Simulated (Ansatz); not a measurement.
**Worked example: H3Si–SiH, quintet against H3Si–SiH, triplet**

Geometry (PBE0/def2-TZVP stationary point of a triplet), kept for both states (H3Si–SiH, triplet: A''; H3Si–SiH, quintet: A''):

```yaml
atoms:
  - { symbol: Si, position_ang: [0.0000, -0.0423, 1.1069] }
  - { symbol: Si, position_ang: [0.0000, 0.0877, -1.2063] }
  - { symbol: H, position_ang: [1.2091, -0.7474, 1.6139] }
  - { symbol: H, position_ang: [0.0000, 1.3526, 1.6175] }
  - { symbol: H, position_ang: [-1.2091, -0.7474, 1.6139] }
  - { symbol: H, position_ang: [0.0000, -1.1242, -2.0764] }
```

Basis cc-pVDZ; Ansatz 0.2.0. Only valence electrons are correlated (noble-gas cores frozen). Prefix R: restricted or restricted open-shell reference; prefix U: unrestricted.

Full CI isn't at hand for all of this; UCCSDT(Q) serves as the reference, and is uncertain by about the last step of the cluster series.

```tsv
level	E(H3Si–SiH, triplet) (hartree)	E(H3Si–SiH, quintet) (hartree)
UHF	-580.118551	-579.877158
UMP2	-580.289142	-580.037740
UCCSD(T)	-580.337873	-580.089210
PBE	-580.973741	-580.738489
PBE0	-581.037919	-580.796271
UCCSDT(Q)	-580.339326	-580.091178
```

Q: Give the vertical gap, H3Si–SiH quintet less H3Si–SiH triplet, at each level in eV (1 hartree = 27.2114 eV), and each error against UCCSDT(Q).

A: UCCSDT(Q): (-580.091178 − (-580.339326)) × 27.2114 = 6.752 eV (the reference)
PBE0: (-580.796271 − (-581.037919)) × 27.2114 = 6.576 eV, error -0.176 eV
PBE: (-580.738489 − (-580.973741)) × 27.2114 = 6.402 eV, error -0.350 eV
UCCSD(T): (-580.089210 − (-580.337873)) × 27.2114 = 6.766 eV, error 0.014 eV
UMP2: (-580.037740 − (-580.289142)) × 27.2114 = 6.841 eV, error 0.089 eV
UHF: (-579.877158 − (-580.118551)) × 27.2114 = 6.569 eV, error -0.183 eV

Total energies of functionals can't be set beside those of wave-function methods, since they hold the core's correlation and their own absolute errors; only the differences compare.

In so small a basis the reference is far from its limit while semilocal and hybrid functionals are nearer theirs, so the functionals' errors here hold much of the reference's basis and frozen-core error, which can add to them or hide them.

Each level lands on the state that its own search finds. T1 diagnostics of restricted CCSD: 0.020 and 0.032.
